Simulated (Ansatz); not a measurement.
## Palladium, fcc: convergence with the k-point mesh

Computed with Ansatz, PBE, scalar-relativistic PAW, on the relaxed cell (a = 3.947 Å; ferromagnetic, net 0.28 μB per atom). Errors count from a run at 420 eV on a Γ-centred 22×22×22 mesh with Fermi-Dirac smearing of 0.05 eV, extrapolated to zero width. Fixed here: cutoff 420 eV, Fermi-Dirac width 0.05 eV.

| k-mesh | E(σ→0) error (meV/atom) | P (GPa) | sphere moment (μB) | SCF iterations |
| --- | --- | --- | --- | --- |
| 2×2×2 | 2904.5 | 50.94 | 0.93 | 13 |
| 4×4×4 | -158.2 | -0.39 | 0.47 | 14 |
| 5×5×5 | 133.1 | 1.74 | 0.37 | 10 |
| 7×7×7 | -20.0 | 0.26 | 0.37 | 12 |
| 8×8×8 | 18.5 | 0.15 | 0.00 | 21 |
| 11×11×11 | 9.4 | 0.17 | 0.43 | 26 |
| 15×15×15 | -4.9 | -0.72 | 0.00 | 22 |
| 20×20×20 | -0.3 | -0.35 | 0.29 | 18 |

Within 5 meV/atom of the last row: from 15×15×15 on.
